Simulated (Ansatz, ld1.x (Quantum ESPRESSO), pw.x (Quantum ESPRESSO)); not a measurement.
# tantalum (Ta) (bcc): variants of one TM potential in the solid

* Element: tantalum (Ta)
* Generator: ld1.x (Quantum ESPRESSO) 7.5
* Type: norm-conserving Troullier–Martins (Kleinman–Bylander form)
* Functional: LDA (PW92)
* Relativity: scalar-relativistic
* Frozen core: [Xe] 4f14
* Valence charge: 5
* Reference configuration: 5d3 6s2 6p0
* Partial waves: 6p (bound, empty): rc 4.15 bohr; 5d (bound): rc 1.90 bohr; 6s (bound): rc 2.90 bohr
* Local potential: the s channel
* Core correction: none

Crystal test: bcc Ta in pw.x 7.5, no spin, 14³ k-points, Fermi–Dirac smearing 0.01 Ry, cutoffs set for each file from its atomic test. The reference is all-electron LAPW (Ansatz 0.2.0) with the same functional, mesh and smearing; V0 and B0 come from Birch–Murnaghan fits to the pressures at five volumes. Errors are pseudo minus all-electron; Δ is the rms difference of the E(V) curves that follow from these fits, minima aligned, over ±6 % about the mean V0. Mesh and smearing are coarse, so the numbers serve the comparison and aren't converged zero-temperature values; the lattice is a test structure that the element need not adopt.

All-electron: a0 = 3.255 Å (V0 = 17.24 Å³/atom), B0 = 217.7 GPa.

Base: The largest radius (4.15 bohr) exceeds half the bond length (2.66 bohr), so the spheres overlap, which is one possible source of error among others.

| change | cutoffs (Ry) | pw.x | a0 (Å) | a0 error (%) | B0 error (%) | Δ (meV/atom) | mean pressure error (GPa) |
| --- | --- | --- | --- | --- | --- | --- | --- |
| base | 45/180 | converged | 3.250 | -0.14 | -1.6 | 3.5 | -0.97 |
| reference 5d3 6s1 6p1 | 45/180 | converged | 3.245 | -0.30 | -0.5 | 7.4 | -1.99 |
| wave 6s (bound): rc 2.90 bohr becomes 6s (bound): rc 2.02 bohr | 60/240 | converged | 3.229 | -0.79 | -0.7 | 19.2 | -5.08 |
| wave 6p (bound): rc 4.15 bohr becomes 6p (bound): rc 3.72 bohr | 45/180 | converged | 3.240 | -0.45 | -1.3 | 10.9 | -2.93 |
| all radii scaled by about 0.83 (s 2.40, p 3.44, d 1.58 bohr) | 45/180 | converged | 3.237 | -0.54 | -1.1 | 13.2 | -3.51 |

(1) Give the row for: core correction a·sin(br)/r model core inside 1.10 bohr.

Results:

(1) pw.x: converged; mean pressure error (GPa): +6.57; a0 (Å): 3.284; a0 error (%): +0.91; B0 error (%): +0.9; Δ (meV/atom): 22.9.
